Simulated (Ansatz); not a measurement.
The reference is Pt in the fcc (Cu type) structure (space group Fm-3m, No. 225).

```
CELL_PARAMETERS angstrom
      0.00000     1.95913     1.95913
      1.95913     0.00000     1.95913
      1.95913     1.95913     0.00000
ATOMIC_POSITIONS crystal
  Pt 0.00000 0.00000 0.00000
```

All numbers come from plane-wave PAW DFT at the PBEsol level (Ansatz, a program for electronic structure, 420 eV), scalar-relativistic without spin-orbit coupling.

It is then changed as follows: full substitution Pt → Ni, then cell and atoms are relaxed.

Measured lattice parameter a: Pt 3.913 Å (static lattice; corrected from measurement; as listed in Daniel Mejia-Rodriguez, S. B. Trickey, Phys. Rev. B (2018)); Ni 3.508 Å (static lattice; corrected from measurement; as listed in Daniel Mejia-Rodriguez, S. B. Trickey, Phys. Rev. B (2018)).

Question: How well does PBEsol reproduce the measured shift?

Answer: With PBEsol the lattice parameter a moves by -0.455 Å (3.918 → 3.463) against -0.405 Å measured.

Other magnetic orders, which the real material may have, were not ruled out. No phonon test of stability was made. Spin-polarised in the final run: Ni; the other runs are not.
